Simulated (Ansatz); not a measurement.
Diborane mono Cl (B₂H₅Cl). Total charge 0; singlet. Geometry PBE-D4/def2-TZVP; atoms count from 1.

```
atom    x (Å)    y (Å)    z (Å)
  B1   0.6919  -0.3140  -0.3584
 Cl2   2.2701   0.2621   0.2188
  H3   0.6649  -1.1258  -1.2352
  H4  -0.0781  -0.7449   0.6555
  B5  -0.8176   0.2817   0.3274
  H6  -1.8339  -0.1610  -0.1223
  H7  -0.7814   1.0936   1.2037
  H8  -0.1158   0.7082  -0.6895
```

Q: Estimate the Mulliken populations from the PBE0/def2-TZVP orbitals of Ansatz.

A: 
```json
{"atom": "B1", "charge (e)": "-0.07"}
{"atom": "Cl2", "charge (e)": "-0.14"}
{"atom": "H3", "charge (e)": "0.05"}
{"atom": "H4", "charge (e)": "0.17"}
{"atom": "B5", "charge (e)": "-0.27"}
{"atom": "H6", "charge (e)": "0.04"}
{"atom": "H7", "charge (e)": "0.04"}
{"atom": "H8", "charge (e)": "0.17"}
```
Mulliken values depend strongly on the basis.

Q: And the Mayer bond orders between heavy atoms (over 0.3)?

A: B1–Cl2 1.24 (1.78 Å); B1–B5 0.63 (1.76 Å).
